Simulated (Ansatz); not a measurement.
C2H3⁺, relaxed as a quintet with UKS PBE0-D4/def2-TZVP in Ansatz, starting from the PBE0-D4/def2-TZVP geometry of the charge +1 singlet. Force threshold 0.02 eV/Å.

At PBE0-D4/def2-TZVP a singlet of charge 1 lies 7.57 eV below the quintet, each at its own geometry. The structure comes from a short search, and lower isomers may exist.

Start:

```xyz
5

C    -0.482    0.066   -0.032
C     0.755   -0.102    0.049
H     1.826   -0.248    0.120
H    -0.948    0.479   -0.942
H    -1.151   -0.195    0.804
```

```json
{"step": "1", "energy (eV)": "-2097.5221", "largest force component (eV/Å)": "13.371", "SCF passes": "112"}
{"step": "2", "energy (eV)": "-2100.1177", "largest force component (eV/Å)": "1.657", "SCF passes": "40"}
{"step": "3", "energy (eV)": "-2100.5799", "largest force component (eV/Å)": "0.867", "SCF passes": "34"}
{"step": "4", "energy (eV)": "-2100.8233", "largest force component (eV/Å)": "0.903", "SCF passes": "34"}
{"step": "5", "energy (eV)": "-2100.9728", "largest force component (eV/Å)": "1.074", "SCF passes": "29"}
{"step": "6", "energy (eV)": "-2101.3390", "largest force component (eV/Å)": "1.753", "SCF passes": "34"}
{"step": "7", "energy (eV)": "-2101.3726", "largest force component (eV/Å)": "2.287", "SCF passes": "35"}
{"step": "8", "energy (eV)": "-2101.5450", "largest force component (eV/Å)": "0.561", "SCF passes": "32"}
{"step": "9", "energy (eV)": "-2101.5540", "largest force component (eV/Å)": "0.069", "SCF passes": "31"}
{"step": "10", "energy (eV)": "-2101.5556", "largest force component (eV/Å)": "0.023", "SCF passes": "32"}
{"step": "11", "energy (eV)": "-2101.5557", "largest force component (eV/Å)": "0.007", "SCF passes": "32"}
```

Force components are those of the run's own axes.

End:

Cartesian coordinates in Å:
```
C -0.3839 0.4712 0.1361
C 1.1003 0.2735 0.2354
H 1.6694 -0.6118 -0.0397
H -1.1213 0.1671 -0.7730
H -1.2644 -0.3000 0.4413
```

By distances, no bond broke or formed. The bond that changes most is C1–C2, from 1.25 to 1.50 Å (atoms count from 1). A close non-bonded pair moves further: H4–H5, from 1.88 to 1.31 Å.

No frequencies were taken in this run, so the end may be a saddle point.

Hardware: 4 threads of Arm Neoverse V2 on a shared host. Wall time 6.5 s.
